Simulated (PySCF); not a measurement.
HN, SMILES [NH], multiplicity 3. Geometry: PBE0-D3(BJ)/def2-TZVPD.

Method: PBE0-D3(BJ)/def2-TZVPD (PySCF 2.14.0).

Harmonic wavenumbers (cm⁻¹): 3305. Rotational constants (GHz): 497.7 (linear); symmetry number 1.

### Question
Work out the zero-point energy and the ideal-gas rigid-rotor harmonic-oscillator thermochemistry at 298.15 K and 1 atm.

### Answer
ZPE = ½ Σ hcν = ½ × 3305 cm⁻¹ = 19.77 kJ/mol. H − E(el) = 28.45 kJ/mol. Entropy in J/(mol K): translation 142.53, rotation 29.30, vibration 0.00, spin 9.13, total 180.97. G − E(el) = -25.51 kJ/mol. Cp = 29.10 J/(mol K).
